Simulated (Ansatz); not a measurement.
Species: methanethiol, CH$_{4}$S, net charge 0, singlet state. 
Coordinates optimised at B3LYP-D3(BJ)/def2-TZVP (Ansatz, an electronic-structure program):
```xyz
6

C     -0.0402     1.1565     0.0077
S     -0.0524    -0.6664    -0.0048
H      1.2792    -0.8404     0.0008
H     -1.0838     1.4664     0.0045
H      0.4371     1.5427     0.9058
H      0.4463     1.5550    -0.8800
```
Charge 0, spin multiplicity 1.

Basis-set convergence of Hartree-Fock and CCSD(T) correlation energies (hartree) with Ansatz. Valence correlation only, unless marked. Spin-orbit coupling is left out. Non-relativistic.

```json
[
 {"basis": "def2-SVPD", "functions": "79", "E(HF)": "-437.57527", "E(corr, CCSD(T))": "-0.34627"},
 {"basis": "def2-TZVPPD", "functions": "156", "E(HF)": "?", "E(corr, CCSD(T))": "?"}
]
```

Question: What belongs in the gaps?

Answer: 
- def2-TZVPPD, E(HF): -437.75309
- def2-TZVPPD, E(corr, CCSD(T)): -0.41525
